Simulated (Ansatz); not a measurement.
**NH3+ (doublet): the correlation ladder at distance N1–H2 = 2.744 Å, 6-31G**

Aim: climb from Hartree-Fock through coupled cluster and multireference methods for NH3+ (doublet) at one geometry and basis, and see what each rung misses.

The runs use Ansatz 0.2.0, Gaussian basis; 6-31G, core rule «outside noble gas», up to 1 orbitals frozen.

Plan: UHF; CCSD(T) on natural orbitals of UHF; CCSD(T) on UHF; BCCD(T) on natural orbitals of UHF; CISD; CCSDT(Q) on natural orbitals of UHF; CCSDT(Q) on UHF; CISDTQ; CCSDTQ on natural orbitals of UHF; CCSDTQ on UHF; CASSCF and MRCISD+Q, 3 electrons in 3 orbitals; CASSCF and NEVPT2, 3 electrons in 3 orbitals; CASSCF and MRCISD+Q, 7 electrons in 7 orbitals; CASSCF and NEVPT4(SD), 7 electrons in 7 orbitals; CASSCF and NEVPT2, 7 electrons in 7 orbitals; Full CI.

14 further runs of the same task are left out: 8 that didn't finish, 6 set aside as unsound or not needed.

## (1) The system

The geometry derives from a PBE0/def2-TZVP stationary point (not a proven minimum). One bond is set to the value named and the two fragments are kept rigid.

4 atoms, charge 1, spin multiplicity 2.

Atoms are counted from 1 here; the program's logs count them from 0.

Bond lengths: N1–H3 1.024 Å, N1–H4 1.024 Å. Angles: H3–N1–H4 120.0°.

Coordinates:

```xyz
4
charge 1, multiplicity 2
N    -0.10178   -0.00137    0.00001
H     2.64197    0.03549   -0.00018
H    -0.62570    0.87858   -0.00276
H    -0.60188   -0.89507    0.00284
```

## (2) UHF

in.yaml

```yaml
crystal:
  periodic: [false, false, false]
  atoms:
    - {symbol: N, position_ang: [-0.101781, -0.001367, 0.000007]}
    - {symbol: H, position_ang: [2.641971, 0.035488, -0.000181]}
    - {symbol: H, position_ang: [-0.625704, 0.878579, -0.002755]}
    - {symbol: H, position_ang: [-0.601879, -0.895068, 0.002839]}
basis:
  gaussian: {orbitals: 6-31G}
total_charge: 1
magnetization: {spin_polarized: true, initial_magnetization: 1}
hamiltonian: {xc: hf}
output: {orbitals: {seedname: orbitals}}
```

The run is started by

```
> ansatz run in.yaml --threads 1 --pin off --events-out ev --progress --plain --max-ram 2393MiB
```

The runs that follow: CCSD(T) on natural orbitals of UHF; CCSD(T) on UHF; BCCD(T) on natural orbitals of UHF; CISD; CCSDT(Q) on natural orbitals of UHF; CCSDT(Q) on UHF; CISDTQ; CCSDTQ on natural orbitals of UHF; CCSDTQ on UHF; CASSCF and MRCISD+Q, 3 electrons in 3 orbitals; CASSCF and NEVPT2, 3 electrons in 3 orbitals; CASSCF and MRCISD+Q, 7 electrons in 7 orbitals; CASSCF and NEVPT4(SD), 7 electrons in 7 orbitals; CASSCF and NEVPT2, 7 electrons in 7 orbitals; Full CI.

Q: Predict the results of all the runs planned. Wanted: FCI below the RHF energy; RMP2 from FCI; UMP2 from FCI; RCCSD from FCI; RCCSD(T) from FCI; UCCSD(T) from FCI; RCCSDT(Q) from FCI; UCCSDT(Q) from FCI; NEVPT2 pair from FCI.

The runs gave:

```
                         quantity                                                                                                                                          value
         FCI below the RHF energy                                                                                                                                     -4.4895 eV
                    RMP2 from FCI                                                                                                                                -22.93 kcal/mol
                    UMP2 from FCI                                                                                                                                +12.53 kcal/mol
                   RCCSD from FCI                                                                                                                                 +3.30 kcal/mol
                RCCSD(T) from FCI                                                                                                                                 +0.59 kcal/mol
                UCCSD(T) from FCI                                                                                                                                 +1.28 kcal/mol
               RCCSDT(Q) from FCI                                                                                                                                 -0.17 kcal/mol
               UCCSDT(Q) from FCI                                                                                                                                 -0.01 kcal/mol
             NEVPT2 pair from FCI                                                                                                                                +11.12 kcal/mol
           MRCISD+Q pair from FCI                                                                                                                                 +0.43 kcal/mol
          NEVPT2 valence from FCI                                                                                                                                 +4.21 kcal/mol
levels within 1 kcal/mol (43 meV)  RCCSD(T), RCCSDT, UCCSDT, CISDTQ, RCCSDT(Q), UCCSDT(Q), RCCSDTQ, UCCSDTQ, MRCISD+Q pair, NEVPT4(SD) valence, MRCISD valence, MRCISD+Q valence
                    T1 diagnostic                                                                                                                                          0.159
   effectively unpaired electrons                                                                                                                                           2.32
```

In words: RCCSD(T) misses by +0.59 kcal/mol, 0.6 % of the correlation energy. CCSD(T) misses by +0.59 kcal/mol on the restricted determinant and by +1.28 kcal/mol on the unrestricted one; the two need not hold the same state or core. RMP2, RCCSDT(Q) fall below full CI, which methods that aren't variational can do. The occupations show strong static correlation (2.3 unpaired electrons where one determinant has 1). Coupled cluster on one determinant still stays close here. Of the multireference levels listed MRCISD+Q valence comes nearest in total energy (+0.31 kcal/mol), which doesn't show that its space is the better one. Coupled cluster took another determinant than the lowest Hartree-Fock one. These misses are within one basis, not against nature; the frozen cores of restricted and unrestricted runs differ, which can shift their rows.
